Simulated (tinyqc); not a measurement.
Inside a calculation. Method: G0W0 on RHF in the sto-3g basis, for H2O, spin multiplicity 1. One step of it, computed by the program tinyqc.

Task: G0W0 on Hartree-Fock: HOMO. W(p,q,m) = sqrt2 sum_ia (pq|ia) (X+Y)_ia,m; Sigma_c(x) = sum_(i,m) W^2/(x - e_i + w_m) + sum_(a,m) W^2/(x - e_a - w_m); solve x = e_p + Sigma_c(x) by Newton steps; Z = 1/(1 - dSigma/dx); 1 hartree = 27.211386 eV.

orbital energies (hartree): MO1 -20.263841, MO2 -1.185449, MO3 -0.527274, MO4 -0.412703, MO5 -0.383427, MO6 0.410586, MO7 0.547913

Two-electron integrals over orbitals (pq|rs), unique and non-zero (hartree):
```
(11|11) 4.747348    (21|11) -0.434033   (21|21) 0.062616    (22|11) 1.028493
(22|21) -0.016107   (22|22) 0.725436    (31|11) 0.016817    (31|21) -0.002185
(31|22) 0.001488    (31|31) 0.010322    (32|11) -0.012527   (32|21) 0.000919
(32|22) 0.001639    (32|31) 0.016213    (32|32) 0.125500    (33|11) 0.743454
(33|21) -0.004768   (33|22) 0.601410    (33|31) -0.000348   (33|32) 0.000206
(33|33) 0.576769    (41|11) 0.151003    (41|21) -0.020363   (41|22) 0.010811
(41|31) 0.001199    (41|32) 0.000249    (41|33) 0.004898    (41|41) 0.022972
(42|11) -0.144807   (42|21) 0.007330    (42|22) -0.032303   (42|31) 0.000177
(42|32) 0.002857    (42|33) 0.002917    (42|41) 0.019207    (42|42) 0.129976
(43|11) 0.018723    (43|21) -0.000559   (43|22) 0.008981    (43|31) -0.001963
(43|32) 0.030175    (43|33) 0.006254    (43|41) -0.000958   (43|42) -0.008911
(43|43) 0.058203    (44|11) 0.921486    (44|21) -0.010689   (44|22) 0.658370
(44|31) -0.000104   (44|32) -0.010259   (44|33) 0.553372    (44|41) -0.008281
(44|42) -0.089937   (44|43) 0.005489    (44|44) 0.685194    (51|51) 0.025945
(52|51) 0.033542    (52|52) 0.152880    (53|51) -0.001228   (53|52) -0.004506
(53|53) 0.025473    (54|51) -0.010847   (54|52) -0.040902   (54|53) 0.002222
(54|54) 0.045471    (55|11) 1.115363    (55|21) -0.012323   (55|22) 0.758495
(55|31) 0.000473    (55|32) -0.006516   (55|33) 0.589103    (55|41) 0.004247
(55|42) -0.078980   (55|43) 0.010846    (55|44) 0.681768    (55|55) 0.880159
(61|11) 0.184302    (61|21) -0.027982   (61|22) 0.003096    (61|31) 0.002193
(61|32) 0.001649    (61|33) -0.000444   (61|41) -0.004173   (61|42) -0.020264
(61|43) 0.000840    (61|44) 0.014046    (61|55) 0.005092    (61|61) 0.023554
(62|11) -0.247665   (62|21) 0.006034    (62|22) -0.122713   (62|31) 0.001017
(62|32) 0.008988    (62|33) -0.059091   (62|41) -0.018028   (62|42) -0.037608
(62|43) -0.002976   (62|44) -0.057831   (62|55) -0.132638   (62|61) 0.010281
(62|62) 0.090396    (63|11) 0.043995    (63|21) -0.000866   (63|22) 0.023534
(63|31) -0.002163   (63|32) 0.038354    (63|33) 0.015570    (63|41) 0.000401
(63|42) -0.008319   (63|43) 0.042553    (63|44) 0.009675    (63|55) 0.025493
(63|61) 0.000029    (63|62) -0.010223   (63|63) 0.080910    (64|11) -0.282005
(64|21) 0.003801    (64|22) -0.138911   (64|31) -0.001053   (64|32) -0.007659
(64|33) -0.049242   (64|41) -0.001582   (64|42) 0.046822    (64|43) -0.012545
(64|44) -0.132340   (64|55) -0.158260   (64|61) -0.001629   (64|62) 0.059464
(64|63) -0.024193   (64|64) 0.105985    (65|51) -0.012271   (65|52) -0.048512
(65|53) 0.003889    (65|54) -0.007838   (65|65) 0.032529    (66|11) 0.757881
(66|21) -0.007361   (66|22) 0.577321    (66|31) -0.000903   (66|32) -0.020105
(66|33) 0.534342    (66|41) 0.016307    (66|42) 0.045085    (66|43) -0.017596
(66|44) 0.537431    (66|55) 0.565516    (66|61) -0.008268   (66|62) -0.083912
(66|63) -0.013186   (66|64) -0.049730   (66|66) 0.572925    (71|11) -0.032393
(71|21) 0.005108    (71|22) 0.000074    (71|31) 0.013841    (71|32) 0.021363
(71|33) -0.000997   (71|41) -0.000432   (71|42) 0.001853    (71|43) -0.002808
(71|44) -0.001861   (71|55) -0.000863   (71|61) -0.001077   (71|62) 0.001555
(71|63) -0.002579   (71|64) -0.001004   (71|66) -0.001667   (71|71) 0.019645
(72|11) 0.046208    (72|21) -0.000966   (72|22) 0.023301    (72|31) 0.015061
(72|32) 0.058773    (72|33) 0.005327    (72|41) 0.001759    (72|42) -0.000525
(72|43) -0.025791   (72|44) 0.014930    (72|55) 0.024174    (72|61) 0.001573
(72|62) -0.004046   (72|63) -0.025256   (72|64) -0.011765   (72|66) 0.012974
(72|71) 0.019658    (72|72) 0.072116    (73|11) 0.371637    (73|21) -0.006805
(73|22) 0.173679    (73|31) -0.000220   (73|32) -0.016213   (73|33) 0.086948
(73|41) -0.000088   (73|42) -0.071726   (73|43) 0.000052    (73|44) 0.141499
(73|55) 0.206069    (73|61) 0.004952    (73|62) -0.064236   (73|63) 0.005246
(73|64) -0.102532   (73|66) 0.049130    (73|71) -0.001318   (73|72) 0.014438
(73|73) 0.160210    (74|11) 0.015488    (74|21) -0.000204   (74|22) 0.004966
(74|31) -0.007315   (74|32) -0.067077   (74|33) 0.001675    (74|41) 0.000789
(74|42) 0.001661    (74|43) -0.016198   (74|44) 0.011014    (74|55) 0.008020
(74|61) -0.001664   (74|62) -0.008501   (74|63) -0.055929   (74|64) 0.005678
(74|66) 0.020524    (74|71) -0.010058   (74|72) -0.016581   (74|73) 0.016626
(74|74) 0.067741    (75|51) 0.002135    (75|52) 0.008550    (75|53) 0.023580
(75|54) -0.000685   (75|65) -0.001209   (75|75) 0.026035    (76|11) 0.007033
(76|21) -0.000229   (76|22) -0.001323   (76|31) -0.006985   (76|32) -0.080101
(76|33) -0.000546   (76|41) -0.001692   (76|42) -0.006656   (76|43) -0.063550
(76|44) 0.011733    (76|55) 0.003538    (76|61) 0.000414    (76|62) 0.002519
(76|63) -0.066727   (76|64) 0.012662    (76|66) 0.025349    (76|71) -0.009502
(76|72) 0.000406    (76|73) 0.019837    (76|74) 0.055851    (76|76) 0.106170
(77|11) 0.837787    (77|21) -0.009022   (77|22) 0.607311    (77|31) 0.002742
(77|32) 0.023803    (77|33) 0.572273    (77|41) 0.003544    (77|42) -0.021146
(77|43) 0.021073    (77|44) 0.569738    (77|55) 0.607702    (77|61) 0.003721
(77|62) -0.058192   (77|63) 0.033518    (77|64) -0.060865   (77|66) 0.531858
(77|71) 0.002591    (77|72) 0.011596    (77|73) 0.096750    (77|74) -0.015964
(77|76) -0.025508   (77|77) 0.598973
```

excitation energies w (hartree): 0.856560  0.921993  0.978837  0.982069  1.186149  1.365373  1.805464  1.878084  20.721449  20.851057

X + Y:
```
            1          2          3          4          5          6          7          8
1>6  0.000000   0.000075   0.000214   0.000000  -0.000254  -0.001472  -0.001593  -0.000061
1>7  0.000000   0.000323   0.001325   0.000000  -0.001000   0.000342  -0.001055  -0.003564
2>6  0.000000  -0.073100   0.035707   0.000000   0.021293   0.333933   0.878021  -0.155130
2>7  0.000000   0.028258   0.078656   0.000000   0.015156  -0.048494   0.185994   0.940326
3>6  0.000000   0.227009   0.659077   0.000000   0.623149   0.028881  -0.028966  -0.031835
3>7  0.000000   0.354632  -0.130115   0.000000  -0.037698   0.794503  -0.197441   0.068156
4>6  0.000000   0.864827  -0.124736   0.000000  -0.118564  -0.241728   0.104492  -0.035046
4>7  0.000000   0.020085   0.706389   0.000000  -0.627736   0.046178  -0.021472  -0.018888
5>6  0.962641   0.000000   0.000000  -0.016206   0.000000   0.000000   0.000000   0.000000
5>7  0.018794   0.000000   0.000000   0.973672   0.000000   0.000000   0.000000   0.000000

             9         10
1>6   0.998727  -0.016509
1>7   0.016615   0.998919
2>6   0.000154   0.000020
2>7   0.000031   0.000315
3>6   0.000000  -0.000022
3>7   0.000049  -0.000014
4>6  -0.000013  -0.000007
4>7  -0.000016  -0.000089
5>6   0.000000   0.000000
5>7   0.000000   0.000000
```

Give: The 12 largest terms at x = e_p; Newton steps; quasiparticle energy of the HOMO; Hartree-Fock value.

Result:

The 12 largest terms at x = e_p (hartree; W for the signs of X + Y given):
```
q  m       W       term
5  6   0.223      0.036
5  7  -0.241      0.032
5  2  -0.067   4.89e-03
5  8   0.088   4.09e-03
2  1  -0.066   2.61e-03
6  1   0.044  -1.19e-03
3  4   0.032   9.31e-04
7  4   0.036  -6.73e-04
5  5   0.027   6.34e-04
5  3   0.018   3.22e-04
4  1  -0.011   1.29e-04
2  4   0.013   9.31e-05
```

Newton steps (hartree):
```
step       x  Sigma_c(x)      Z
0     -0.383       0.080  0.947
1     -0.307       0.076  0.951
2     -0.307       0.076  0.951
3     -0.307       0.076  0.951
```

quasiparticle energy of the HOMO = -8.359 eV

Hartree-Fock value = -10.434 eV
